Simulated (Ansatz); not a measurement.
The input, for Ansatz 0.2.0:

```yaml
crystal:
  periodic: [false, false, false]
  atoms:
    - {symbol: Ga, position_ang: [0.000130, 0.027624, -0.044463]}
    - {symbol: H, position_ang: [-0.000704, -1.493844, -0.551395]}
    - {symbol: H, position_ang: [0.452678, -0.177093, 1.798646]}
    - {symbol: H, position_ang: [-0.460935, -0.239907, 1.828449]}
basis:
  gaussian: {orbitals: def2-SVP}
magnetization: {spin_polarized: true, initial_magnetization: 2}
hamiltonian: {xc: {name: B3LYP}}
correlation: {method: ccsdt_q, electrons: outside_noble_gas}
```

```sh
$ ansatz run in.yaml --threads 1 --pin off --events-out ev --progress --plain --max-ram 2393MiB
```

**Question.** Roughly how long does this take on 1 thread of Intel Xeon 6975P-C, shared host, and how much host memory?

**Answer.** 3.6 s wall and 0.17 GiB.

```
791 factors; integrals over basis functions are off by at most 1.4e-7 eV
mean field evaluation 1: about -52417.1029 eV, gradient 1.4e1 eV
mean field evaluation 2: about -52417.1294 eV, gradient 1.4e1 eV
mean field evaluation 4: about -52417.8885 eV, gradient 1.3e0 eV
mean field evaluation 8: about -52417.8984 eV, gradient 1.6e-2 eV
mean field evaluation 16: about -52417.8984 eV, gradient 5.2e-5 eV
mean field -52417.89836856 eV, -1926.3222349169 hartree, gradient 1.8e-6 eV, S^2 2.003276; 0 other end points of the search recorded, 0 dependent functions left out
14 core orbitals not correlated: weight in the atoms' cores, before any rotation towards them, 0.998 or more for the frozen orbitals, at most 0.001 for the correlated occupied ones
reference -52370.99863715 eV, -1924.5987015774 hartree; 4, 2 occupied and 29, 31 virtual orbitals, 791 factors
second order -2.03441280 eV of doubles, -0.16476040 eV of singles
cycle   1  -2.59674848 eV  change   -4.0e-1 eV  update   5.6e-2
cycle   2  -2.82023875 eV  change   -2.2e-1 eV  update   2.5e-2
cycle   3  -2.82616564 eV  change   -5.9e-3 eV  update   7.1e-3
cycle   4  -2.83076725 eV  change   -4.6e-3 eV  update   3.4e-3
cycle   5  -2.82993201 eV  change    8.4e-4 eV  update   8.9e-4
cycle   6  -2.82951294 eV  change    4.2e-4 eV  update   3.6e-4
cycle   7  -2.82968150 eV  change   -1.7e-4 eV  update   1.7e-4
cycle   8  -2.82969149 eV  change   -1.0e-5 eV  update   6.4e-5
cycle   9  -2.82965266 eV  change    3.9e-5 eV  update   2.3e-5
cycle  10  -2.82965486 eV  change   -2.2e-6 eV  update   9.2e-6
cycle  11  -2.82965837 eV  change   -3.5e-6 eV  update   3.6e-6
cycle  12  -2.82965873 eV  change   -3.6e-7 eV  update   1.3e-6
cycle  13  -2.82965843 eV  change    3.0e-7 eV  update   5.9e-7
perturbative correction -0.00104778 eV, -0.0000385051 hartree
Total energy: -52373.82934336 eV, -1924.7027281118 hartree
```
